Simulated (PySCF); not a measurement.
Ligands exchanged one at a time, Al F-NH2. Isolated molecules, 0 K electronic values unless said otherwise. Strings in code marks are SMILES.

Computed with PySCF with B3LYP-D3(BJ)/def2-TZVP. B3LYP has the VWN-RPA correlation part, as in Gaussian. Excitations are Tamm–Dancoff values on a coarser integration grid. The basis has no diffuse functions, so Rydberg states are missing or too high.

```
species                                           HOMO (eV)  T1 excitation (TDA) (eV)
------------------------------------------------  ---------  ------------------------
0 of 3 F replaced by NH2 (`[F][Al]([F])[F]`)         -11.41                      7.89
1 of 3 F replaced by NH2 (`[NH2][Al]([F])[F]`)        -7.78                      5.17
2 of 3 F replaced by NH2 (`[NH2][Al]([NH2])[F]`)      -6.93                      5.06
3 of 3 F replaced by NH2                              -6.45                      5.08
```
